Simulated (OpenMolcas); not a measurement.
**C2ClF3 (SMILES FC(F)=C(F)Cl) at RI-MP2/def2-TZVP (Cholesky decomposition), part 1 of 2**

Aim: the energy change on altering one bond length of C2ClF3 at RI-MP2/def2-TZVP (Cholesky decomposition), from 2 runs. 

The calculation is run with OpenMolcas 26.06.

2 further runs of the same task are left out: 2 that didn't finish.

## 1. The system as given

C2ClF3: 6 atoms, total charge 0, spin state singlet. SMILES: `FC(F)=C(F)Cl`. The coordinates come from a GFN2-xTB relaxation.

Bond lengths: F1–C2 1.321 Å, C2–F3 1.321 Å, C2–C4 1.332 Å, C4–F5 1.334 Å, C4–Cl6 1.708 Å. Angles: F1–C2–F3 111.5°, F1–C2–C4 124.9°, F3–C2–C4 123.6°, C2–C4–F5 120.5°, C2–C4–Cl6 124.2°, F5–C4–Cl6 115.3°.

## 2. A single-point energy at RI-MP2/def2-TZVP (Cholesky decomposition)

Input file coord.xyz:

```xyz
6

F      0.753500    -1.669170     0.131800
C     -0.077040    -0.646760     0.235640
F     -1.177330    -0.979550     0.887500
C      0.151140     0.571920    -0.249990
F      1.284840     0.841200    -0.899610
Cl    -0.935120     1.882370    -0.105330
```

Input file job.input:

```
&GATEWAY
 BasLib=$CurrDir
 Coord=coord.xyz
 Basis=def2-TZVP
 Group=NoSym

&SEWARD
 Low

&SCF
 PrOrbitals=1 1

&MBPT2
 Frozen=10
```

The basis set def2-TZVP is read from a file made from the Basis Set Exchange's data (not shown).

On the command line:

```bash
$ export MOLCAS_MEM=1860
$ pymolcas job.input > job.log
```

Standard output:

```text
--- Start Module: gateway ---

                                              &GATEWAY

                       available to each process: 1.9 GB of memory, 1 thread

 Basis Set     1 Label: F.DEF2-TZVP
 Basis set is read from library:.
 basistype.tbl is not found

 Basis Set     2 Label: C.DEF2-TZVP
 Basis set is read from library:.
 basistype.tbl is not found

 Basis Set     3 Label: F.DEF2-TZVP
 Basis set is read from library:.
 basistype.tbl is not found

 Basis Set     4 Label: C.DEF2-TZVP
 Basis set is read from library:.
 basistype.tbl is not found

 Basis Set     5 Label: F.DEF2-TZVP
 Basis set is read from library:.
 basistype.tbl is not found

 Basis Set     6 Label: CL.DEF2-TZVP
 Basis set is read from library:.
 basistype.tbl is not found

++    Symmetry information:
      ---------------------

                    Character Table for C1

                             E
                    a        1  x, y, xy, Rz, z, xz, Ry, yz, Rx, I
--

++    Basis set information:
      ----------------------

      Basis set label: F.DEF2-TZVP.........

      Electronic valence basis set:
      ------------------
      Associated Effective Charge   9.000000 au
      Associated Actual Charge      9.000000 au
      Nuclear Model: Point charge

      Shell  nPrim  nBasis  Cartesian Spherical Contaminant
         s      11       5        X
         p       6       3        X
         d       2       2                 X
         f       1       1                 X

      Basis set label: C.DEF2-TZVP.........

      Electronic valence basis set:
      ------------------
      Associated Effective Charge   6.000000 au
      Associated Actual Charge      6.000000 au
      Nuclear Model: Point charge

      Shell  nPrim  nBasis  Cartesian Spherical Contaminant
         s      11       5        X
         p       6       3        X
         d       2       2                 X
         f       1       1                 X

      Basis set label: F.DEF2-TZVP.........

      Electronic valence basis set:
      ------------------
      Associated Effective Charge   9.000000 au
      Associated Actual Charge      9.000000 au
      Nuclear Model: Point charge

      Shell  nPrim  nBasis  Cartesian Spherical Contaminant
         s      11       5        X
         p       6       3        X
         d       2       2                 X
         f       1       1                 X

      Basis set label: C.DEF2-TZVP.........

      Electronic valence basis set:
      ------------------
      Associated Effective Charge   6.000000 au
      Associated Actual Charge      6.000000 au
      Nuclear Model: Point charge

      Shell  nPrim  nBasis  Cartesian Spherical Contaminant
         s      11       5        X
         p       6       3        X
         d       2       2                 X
         f       1       1                 X

      Basis set label: F.DEF2-TZVP.........

      Electronic valence basis set:
      ------------------
      Associated Effective Charge   9.000000 au
      Associated Actual Charge      9.000000 au
      Nuclear Model: Point charge

      Shell  nPrim  nBasis  Cartesian Spherical Contaminant
         s      11       5        X
         p       6       3        X
         d       2       2                 X
         f       1       1                 X

      Basis set label: CL.DEF2-TZVP.........

      Electronic valence basis set:
      ------------------
      Associated Effective Charge  17.000000 au
      Associated Actual Charge     17.000000 au
      Nuclear Model: Point charge

      Shell  nPrim  nBasis  Cartesian Spherical Contaminant
         s      14       5        X
         p       9       5        X
         d       3       2                 X
         f       1       1                 X
--

++    Molecular structure info:
      -------------------------

                    ************************************************
                    **** Cartesian Coordinates / bohr, angstrom ****
                    ************************************************

     Center  Label                x              y              z                     x              y              z
        1      F1               1.423909      -3.154274       0.249066              0.753500      -1.669170       0.131800
        2      C2              -0.145585      -1.222199       0.445295             -0.077040      -0.646760       0.235640
        3      F3              -2.224831      -1.851081       1.677132             -1.177330      -0.979550       0.887500
        4      C4               0.285613       1.080772      -0.472413              0.151140       0.571920      -0.249990
        5      F5               2.427996       1.589638      -1.700017              1.284840       0.841200      -0.899610
        6      CL6             -1.767121       3.557164      -0.199045             -0.935120       1.882370      -0.105330

                    ***************************************
                    *    InterNuclear Distances / bohr    *
                    ***************************************

               1 F1            2 C2            3 F3            4 C4            5 F5            6 CL6
    1 F1       0.000000
    2 C2       2.496944        0.000000
    3 F3       4.129284        2.497235        0.000000
    4 C4       4.444307        2.516306        4.417990        0.000000
    5 F5       5.226070        4.374026        6.700185        2.521063        0.000000
    6 CL6      7.444922        5.087914        5.742704        3.228151        4.870634        0.000000

[... 84 lines left out ...]
      Nuclear repulsion energy =  293.15044701
[... 43 lines left out ...]
++ Convergence information
                                   SCF        iterations: Energy and convergence statistics
[... 16 lines left out ...]
       Convergence after  12 Iterations
[... 3 lines left out ...]
 *                                             SCF/KS-DFT Program, Final results                                             *
 *                                                       Final Results                                                       *
[... 13 lines left out ...]
      All orbitals with orbital energies smaller than  E(LUMO)+0.5 are printed

++    Molecular orbitals:
      -------------------

      Title: SCF orbitals

      Molecular orbitals for symmetry species 1: a

          Orbital            1         2         3         4         5         6         7         8         9        10
          Energy         -104.8826  -26.3684  -26.3676  -26.3525  -11.4526  -11.4105  -10.6099   -8.0770   -8.0752   -8.0750
          Occ. No.          2.0000    2.0000    2.0000    2.0000    2.0000    2.0000    2.0000    2.0000    2.0000    2.0000

          Orbital           11        12        13        14        15        16        17        18        19        20
          Energy           -1.7226   -1.6730   -1.6593   -1.1979   -1.0636   -0.8985   -0.8315   -0.8171   -0.7909   -0.7351
          Occ. No.          2.0000    2.0000    2.0000    2.0000    2.0000    2.0000    2.0000    2.0000    2.0000    2.0000

          Orbital           21        22        23        24        25        26        27        28        29        30
          Energy           -0.7343   -0.7124   -0.7104   -0.6872   -0.6143   -0.5386   -0.5045   -0.3905    0.1593    0.1716
          Occ. No.          2.0000    2.0000    2.0000    2.0000    2.0000    2.0000    2.0000    2.0000    0.0000    0.0000

          Orbital           31        32        33        34        35        36        37        38        39        40
          Energy            0.1754    0.2188    0.2621    0.3045    0.3462    0.3595    0.3764    0.3924    0.4030    0.4557
          Occ. No.          0.0000    0.0000    0.0000    0.0000    0.0000    0.0000    0.0000    0.0000    0.0000    0.0000

          Orbital           41        42        43        44        45        46        47        48        49
          Energy            0.4833    0.4941    0.5055    0.5757    0.5788    0.6199    0.6263    0.6339    0.6559
          Occ. No.          0.0000    0.0000    0.0000    0.0000    0.0000    0.0000    0.0000    0.0000    0.0000

--

++    Molecular charges:
      ------------------

      Mulliken charges per centre and basis function type
      ---------------------------------------------------

                F1      C2      F3      C4      F5      CL6
      1s       3.9231  2.9187  3.9229  3.0065  3.9235  5.8966
      2px      1.7368  0.6223  1.5936  0.6834  1.5745  3.6337
      2pz      1.9063  0.9090  1.7941  0.9770  1.8027  3.9386
[... 15 lines of this table left out ...]
      N-E     -0.2143  0.4714 -0.2165  0.1964 -0.2235 -0.0136

      Total electronic charge=   56.000000

      Total            charge=   -0.000000
--

++    Molecular properties:
      ---------------------

      Charge (e):
                      =   -0.0000
      Dipole Moment (debye):
      Origin of the operator (angstrom)=   -0.1333    0.2638   -0.0136
                   X= -4.5433E-01               Y=  2.8598E-01               Z=  1.4032E-01           Total=  5.5488E-01
      Quadrupole Moment (debye*angstrom):
      Origin of the operator (angstrom)=   -0.1333    0.2638   -0.0136
                  XX= -3.9615E+01              XY= -7.4825E-01              XZ=  1.4073E+00              YY= -3.8569E+01
                  YZ=  7.7465E-01              ZZ= -3.8198E+01
      In traceless form (debye*angstrom)
                  XX= -1.2310E+00              XY= -1.1224E+00              XZ=  2.1109E+00              YY=  3.3719E-01
                  YZ=  1.1620E+00              ZZ=  8.9384E-01
--

--- Stop Module: scf /rc=_RC_ALL_IS_WELL_ ---
--- Module scf spent 13 seconds ---

--- Start Module: mbpt2 ---

                                               &MBPT2

                       available to each process: 1.9 GB of memory, 1 thread

WARNING!
Default frozen orbitals as non valence orbitals is overwritten by user input.
Default values:  10

      Cartesian coordinates in angstrom:
      -----------------------------------------------------
      No.  Label        X            Y            Z
      -----------------------------------------------------
       1   F1         0.75350000  -1.66917000   0.13180000
       2   C2        -0.07704000  -0.64676000   0.23564000
       3   F3        -1.17733000  -0.97955000   0.88750000
       4   C4         0.15114000   0.57192000  -0.24999000
       5   F5         1.28484000   0.84120000  -0.89961000
       6   CL6       -0.93512000   1.88237000  -0.10533000
      -----------------------------------------------------
      Nuclear repulsion energy =  293.15044701

      Contents of RUNFILE file:
      -------------------------

      Symmetry species                           1
                                                 a
      Number of basis functions                192
      Frozen occupied orbitals                  10
      Active occupied orbitals                  18
      Active external orbitals                 164
      Deleted external orbitals                  0

      Reference numbers of frozen occupied orbitals according to the original input sequence
      symmetry species 1                        1  2  3  4  5  6  7  8  9 10

      Energies of the active occupied orbitals

      symmetry species 1                    -1.722588     -1.673016     -1.659312     -1.197874     -1.063568
                                            -0.898490     -0.831505     -0.817101     -0.790919     -0.735061
                                            -0.734341     -0.712432     -0.710384     -0.687162     -0.614280
                                            -0.538604     -0.504539     -0.390474

      Energies of the active external orbitals

      symmetry species 1                     0.159293      0.171641      0.175436      0.218759      0.262129
                                             0.304492      0.346246      0.359466      0.376376      0.392429
                                             0.402982      0.455682      0.483319      0.494052      0.505482
                                             0.575695      0.578840      0.619863      0.626347      0.633894
[... 28 lines of this table left out ...]
                                            26.411879     58.724812     58.978287     59.110765

      ********************************************************************************************************
      *                                               Results                                                *
      ********************************************************************************************************

       SCF energy                           =     -833.6586155535 a.u.
       Second-order correlation energy      =       -1.2300249426 a.u.
       ( Opposite-Spin contribution         =       -0.9058050718 )

       Total energy                         =     -834.8886404961 a.u.

       Reference weight ( Cref**2 )         =        0.77043

::    Total MBPT2 energy                             -834.8886404961

       Zeroth-order energy (E0)             =     -222.7553383829 a.u.

       Shanks-type energy S1(E)             =     -834.8911220899 a.u.

--- Stop Module: mbpt2 /rc=_RC_ALL_IS_WELL_ ---

.##################.
.# Happy landing! #.
.##################.

    Timing: Wall=30.09 User=29.05 System=0.95
```

It took 30 s on 1 thread of Arm Neoverse V1, shared host; peak memory 0.15 GiB.

(Continued in part 2 of 2.)
